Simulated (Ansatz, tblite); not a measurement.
Cost and result up the ladder for the cluster Al2H3⁺ (the lowest singlet isomer of a short search) (5 atoms). Charge 1, multiplicity 1. Geometry: PBE-D4/def2-TZVP.

```csv
atom,x (Å),y (Å),z (Å)
Al1,0.166,-1.492,-0.315
Al2,-0.126,1.138,0.243
H3,0.238,1.451,1.746
H4,0.335,-3.038,-0.649
H5,-0.613,1.941,-1.025
```

Ansatz on 2 threads of Intel Xeon Platinum 8488C on a shared host; xTB runs through tblite on one thread. Times are rough, summed over both states, and most runs start from the orbitals of an earlier one. CCSD(T)/def2-TZVPP serves as the yardstick here, not as an exact answer. Differences are given only for rows in sets of like size (and for xTB, whose basis is part of the method), since another set adds its own error. The other state is a quintet at its own geometry.

The xTB rows come from tblite. Correlated methods freeze 10 core orbitals. The structure comes from a short search, and lower isomers may exist.

Correlated methods converge slowly with the basis (MP2 moves by 0.07 eV from def2-TZVP to def2-QZVPP here).

xTB has no spin-polarisation term.

| level | functions | wall time |
| --- | --- | --- |
| GFN1-xTB | 24 | 0.005 s |
| HF/STO-3G | 21 | 0.15 s |
| HF/def2-TZVP | 92 | 0.6 s |
| MP2/def2-TZVP | 92 | 0.8 s |
| revPBE-D4/def2-TZVP | 92 | 1.2 s |
| PBE-D4/def2-TZVP | 92 | 1.3 s |
| RPA@PBE/def2-TZVP | 92 | 1.9 s |
| PBE-QIDH/def2-TZVP | 92 | 2.4 s |
| r2SCANh-D4/def2-TZVP | 92 | 2.6 s |
| r2SCAN-D4/def2-TZVP (with forces) | 92 | 2.6 s |
| B97M-V/def2-TZVP | 92 | 4.4 s |
| ωB97X-V/def2-TZVP | 92 | 4.4 s |
| MP2/def2-QZVPP | 230 | 5.9 s |
| CCSD(T)/def2-TZVPP | 126 | 7.6 s |

(1) Estimate what each level gives for the quintet − singlet (eV).

## Answers

(1) 
```
                            level  quintet − singlet (eV)  difference from CCSD(T)/def2-TZVPP (eV)
                         GFN1-xTB                    8.54                                     3.30
                        HF/STO-3G                    8.31                                        –
                     HF/def2-TZVP                    4.51                                    -0.72
                    MP2/def2-TZVP                    5.13                                    -0.10
              revPBE-D4/def2-TZVP                    4.67                                    -0.57
                 PBE-D4/def2-TZVP                    4.66                                    -0.57
                RPA@PBE/def2-TZVP                    5.06                                    -0.17
               PBE-QIDH/def2-TZVP                    4.99                                    -0.24
             r2SCANh-D4/def2-TZVP                    4.42                                    -0.82
r2SCAN-D4/def2-TZVP (with forces)                    4.37                                    -0.87
                 B97M-V/def2-TZVP                    5.10                                    -0.14
                ωB97X-V/def2-TZVP                    5.59                                     0.35
                   MP2/def2-QZVPP                    5.20                                        –
               CCSD(T)/def2-TZVPP                    5.23                                     0.00
```
